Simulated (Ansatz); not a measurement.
A run of Ansatz (development build ahead of 0.2.0) on doublet C₂H₂(+) at this shape:

```json
{"atom": "C", "x (Å)": "0.0890", "y (Å)": "-0.5064", "z (Å)": "-0.3542"}
{"atom": "C", "x (Å)": "-0.0836", "y (Å)": "0.5218", "z (Å)": "0.3410"}
{"atom": "H", "x (Å)": "0.3485", "y (Å)": "-1.4086", "z (Å)": "-0.9106"}
{"atom": "H", "x (Å)": "-0.3111", "y (Å)": "1.3924", "z (Å)": "0.9673"}
```

Its results:

```
Converged                       : yes
Total energy                    : -76.39823 hartree
Spin squared of the determinant : 0.754
Stability test                  : minimum
```

Forces (eV/Å):
```
atom      Fx      Fy      Fz
  C1   0.174   1.299   1.021
  C2  -0.128  -1.223  -0.752
  H3  -0.234   0.297   0.080
  H4   0.188  -0.373  -0.350
```

(1) Which input gives this output? Name the method, the orbitals and the basis set, and write the input.

## Answers

(1) UHF in def2-SVP.

```yaml
crystal:
  periodic: [false, false, false]
  atoms:
    - { symbol: C, position_ang: [0.08899, -0.50645, -0.35423] }
    - { symbol: C, position_ang: [-0.08362, 0.52181, 0.34102] }
    - { symbol: H, position_ang: [0.34847, -1.4086, -0.91062] }
    - { symbol: H, position_ang: [-0.31115, 1.39239, 0.96733] }
basis:
  gaussian: { orbitals: def2-SVP }
total_charge: 1
magnetization:
  spin_polarized: true
  initial_magnetization: 1
hamiltonian:
  xc: hf
output:
  forces: true
```
